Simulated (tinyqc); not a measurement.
CCSD on RHF in the sto-3g basis, for H2O, spin multiplicity 1, step by step. One step of it, computed by the program tinyqc.

Task: Iteration 1: building the Fock matrix. J_ij = sum D_kl (ij|kl), K_ij = sum D_kl (ik|jl); F = H + J - 0.5 K; E = tr D H + tr D J / 2 - 0.25 tr D K + E_nn.

D at the start:
```
            1O 1s      1O 2s    1O 2px     1O 2py     1O 2pz      2H 1s      3H 1s
1O 1s    2.143733  -0.492792  0.000000   0.000000   0.013264  -0.016128  -0.016128
1O 2s   -0.492792   2.094044  0.000000   0.000000  -0.066729   0.057284   0.057284
1O 2px   0.000000   0.000000  1.307998   0.000000   0.000000   0.000000   0.000000
1O 2py   0.000000   0.000000  0.000000   1.185698   0.000000   0.118143  -0.118143
1O 2pz   0.013264  -0.066729  0.000000   0.000000   1.253695   0.065363   0.065363
2H 1s   -0.016128   0.057284  0.000000   0.118143   0.065363   0.993294   0.049190
3H 1s   -0.016128   0.057284  0.000000  -0.118143   0.065363   0.049190   0.993294
```

core Hamiltonian H = T + V (hartree):
```
             1O 1s      1O 2s     1O 2px     1O 2py     1O 2pz      2H 1s      3H 1s
1O 1s   -32.524579  -7.566331   0.000000   0.000000  -0.012106  -1.064254  -1.064254
1O 2s    -7.566331  -9.150100   0.000000   0.000000  -0.149451  -2.583091  -2.583091
1O 2px    0.000000   0.000000  -7.304438   0.000000   0.000000   0.000000   0.000000
1O 2py    0.000000   0.000000   0.000000  -7.408446   0.000000  -1.581072   1.581072
1O 2pz   -0.012106  -0.149451   0.000000   0.000000  -7.356217  -1.150816  -1.150816
2H 1s    -1.064254  -2.583091   0.000000  -1.581072  -1.150816  -4.323372  -0.808462
3H 1s    -1.064254  -2.583091   0.000000   1.581072  -1.150816  -0.808462  -4.323372
```

Two-electron integrals (ij|kl) in chemists' order, unique and non-zero (hartree):
```
(11|11) 4.785065    (21|11) 0.741380    (21|21) 0.136873    (22|11) 1.118947
(22|21) 0.256633    (22|22) 0.817206    (31|31) 0.024477    (32|31) 0.037809
(32|32) 0.180518    (33|11) 1.115814    (33|21) 0.256684    (33|22) 0.817023
(33|33) 0.880159    (41|41) 0.024477    (42|41) 0.037809    (42|42) 0.180518
(43|43) 0.047444    (44|11) 1.115814    (44|21) 0.256684    (44|22) 0.817023
(44|33) 0.785270    (44|44) 0.880159    (51|51) 0.024477    (52|51) 0.037809
(52|52) 0.180518    (53|53) 0.047444    (54|54) 0.047444    (55|11) 1.115814
(55|21) 0.256684    (55|22) 0.817023    (55|33) 0.785270    (55|44) 0.785270
(55|55) 0.880159    (61|11) 0.104556    (61|21) 0.019159    (61|22) 0.035757
(61|33) 0.035688    (61|41) 0.000711    (61|42) 0.001342    (61|44) 0.035831
(61|51) 0.000502    (61|52) 0.000947    (61|54) 0.000101    (61|55) 0.035759
(61|61) 0.002716    (62|11) 0.278636    (62|21) 0.064814    (62|22) 0.231525
(62|33) 0.227418    (62|41) 0.003975    (62|42) 0.031593    (62|44) 0.235490
(62|51) 0.002805    (62|52) 0.022291    (62|54) 0.005695    (62|55) 0.231437
(62|61) 0.009267    (62|62) 0.084264    (63|31) 0.006479    (63|32) 0.038807
(63|43) 0.006399    (63|53) 0.004515    (63|63) 0.011435    (64|11) 0.172423
(64|21) 0.040596    (64|22) 0.154832    (64|33) 0.147969    (64|41) 0.008644
(64|42) 0.058584    (64|44) 0.165850    (64|51) 0.001528    (64|52) 0.013954
(64|54) 0.008102    (64|55) 0.150499    (64|61) 0.006035    (64|62) 0.068519
(64|64) 0.066524    (65|11) 0.121657    (65|21) 0.028644    (65|22) 0.109245
(65|33) 0.104403    (65|41) 0.001528    (65|42) 0.013954    (65|44) 0.107990
(65|51) 0.007557    (65|52) 0.048653    (65|54) 0.008930    (65|55) 0.115218
(65|61) 0.004258    (65|62) 0.048345    (65|64) 0.038869    (65|65) 0.038860
(66|11) 0.447068    (66|21) 0.105653    (66|22) 0.434763    (66|33) 0.418096
(66|41) 0.007711    (66|42) 0.086407    (66|44) 0.451124    (66|51) 0.005441
(66|52) 0.060966    (66|54) 0.023304    (66|55) 0.434539    (66|61) 0.015202
(66|62) 0.207786    (66|64) 0.192863    (66|65) 0.136079    (66|66) 0.774606
(71|11) 0.104556    (71|21) 0.019159    (71|22) 0.035757    (71|33) 0.035688
(71|41) -0.000711   (71|42) -0.001342   (71|44) 0.035831    (71|51) 0.000502
(71|52) 0.000947    (71|54) -0.000101   (71|55) 0.035759    (71|61) 0.002672
(71|62) 0.008956    (71|64) 0.005381    (71|65) 0.004120    (71|66) 0.014576
(71|71) 0.002716    (72|11) 0.278636    (72|21) 0.064814    (72|22) 0.231525
(72|33) 0.227418    (72|41) -0.003975   (72|42) -0.031593   (72|44) 0.235490
(72|51) 0.002805    (72|52) 0.022291    (72|54) -0.005695   (72|55) 0.231437
(72|61) 0.008956    (72|62) 0.065629    (72|64) 0.037359    (72|65) 0.036512
(72|66) 0.128806    (72|71) 0.009267    (72|72) 0.084264    (73|31) 0.006479
(73|32) 0.038807    (73|43) -0.006399   (73|53) 0.004515    (73|63) 0.008533
(73|73) 0.011435    (74|11) -0.172423   (74|21) -0.040596   (74|22) -0.154832
(74|33) -0.147969   (74|41) 0.008644    (74|42) 0.058584    (74|44) -0.165850
(74|51) -0.001528   (74|52) -0.013954   (74|54) 0.008102    (74|55) -0.150499
(74|61) -0.005381   (74|62) -0.037359   (74|64) -0.013253   (74|65) -0.020406
(74|66) -0.067850   (74|71) -0.006035   (74|72) -0.068519   (74|74) 0.066524
(75|11) 0.121657    (75|21) 0.028644    (75|22) 0.109245    (75|33) 0.104403
(75|41) -0.001528   (75|42) -0.013954   (75|44) 0.107990    (75|51) 0.007557
(75|52) 0.048653    (75|54) -0.008930   (75|55) 0.115218    (75|61) 0.004120
(75|62) 0.036512    (75|64) 0.020406    (75|65) 0.028547    (75|66) 0.077804
(75|71) 0.004258    (75|72) 0.048345    (75|74) -0.038869   (75|75) 0.038860
(76|11) 0.079960    (76|21) 0.018772    (76|22) 0.072877    (76|33) 0.071226
(76|44) 0.072784    (76|51) 0.001269    (76|52) 0.012085    (76|55) 0.074541
(76|61) 0.002652    (76|62) 0.026091    (76|64) 0.018547    (76|65) 0.016864
(76|66) 0.067153    (76|71) 0.002652    (76|72) 0.026091    (76|74) -0.018547
(76|75) 0.016864    (76|76) 0.010233    (77|11) 0.447068    (77|21) 0.105653
(77|22) 0.434763    (77|33) 0.418096    (77|41) -0.007711   (77|42) -0.086407
(77|44) 0.451124    (77|51) 0.005441    (77|52) 0.060966    (77|54) -0.023304
(77|55) 0.434539    (77|61) 0.014576    (77|62) 0.128806    (77|64) 0.067850
(77|65) 0.077804    (77|66) 0.276873    (77|71) 0.015202    (77|72) 0.207786
(77|74) -0.192863   (77|75) 0.136079    (77|76) 0.067153    (77|77) 0.774606
```

nuclear repulsion = 7.55281692 hartree

Give: Coulomb J; exchange K; Fock matrix F; total energy of this density.

Result:

Coulomb J (hartree):
```
          1O 1s   1O 2s  1O 2px   1O 2py  1O 2pz   2H 1s    3H 1s
1O 1s   17.1181  3.2057  0.0000   0.0000  0.0098  0.4496   0.4496
1O 2s    3.2057  7.9421  0.0000   0.0000  0.1236  2.2718   2.2718
1O 2px   0.0000  0.0000  7.9014   0.0000  0.0000  0.0000   0.0000
1O 2py   0.0000  0.0000  0.0000   7.9667  0.0000  1.5300  -1.5300
1O 2pz   0.0098  0.1236  0.0000   0.0000  7.9341  1.1105   1.1105
2H 1s    0.4496  2.2718  0.0000   1.5300  1.1105  4.5614   0.7302
3H 1s    0.4496  2.2718  0.0000  -1.5300  1.1105  0.7302   4.5614
```

exchange K (hartree):
```
         1O 1s   1O 2s  1O 2px   1O 2py  1O 2pz   2H 1s    3H 1s
1O 1s   9.9093  1.6725  0.0000   0.0000  0.0098  0.2610   0.2610
1O 2s   1.6725  2.6717  0.0000   0.0000  0.0923  0.9487   0.9487
1O 2px  0.0000  0.0000  1.6964   0.0000  0.0000  0.0000   0.0000
1O 2py  0.0000  0.0000  0.0000   1.7826  0.0000  0.5142  -0.5142
1O 2pz  0.0098  0.0923  0.0000   0.0000  1.7400  0.3957   0.3957
2H 1s   0.2610  0.9487  0.0000   0.5142  0.3957  1.1829   0.3262
3H 1s   0.2610  0.9487  0.0000  -0.5142  0.3957  0.3262   1.1829
```

Fock matrix F (hartree):
```
           1O 1s    1O 2s   1O 2px   1O 2py   1O 2pz    2H 1s    3H 1s
1O 1s   -20.3611  -5.1968   0.0000   0.0000  -0.0072  -0.7452  -0.7452
1O 2s    -5.1968  -2.5439   0.0000   0.0000  -0.0720  -0.7856  -0.7856
1O 2px    0.0000   0.0000  -0.2513   0.0000   0.0000   0.0000   0.0000
1O 2py    0.0000   0.0000   0.0000  -0.3330   0.0000  -0.3081   0.3081
1O 2pz   -0.0072  -0.0720   0.0000   0.0000  -0.2921  -0.2382  -0.2382
2H 1s    -0.7452  -0.7856   0.0000  -0.3081  -0.2382  -0.3534  -0.2413
3H 1s    -0.7452  -0.7856   0.0000   0.3081  -0.2382  -0.2413  -0.3534
```

total energy of this density = -75.051192 hartree

This density is the starting one; it is not idempotent, so its energy is not variational and may lie below the converged one.
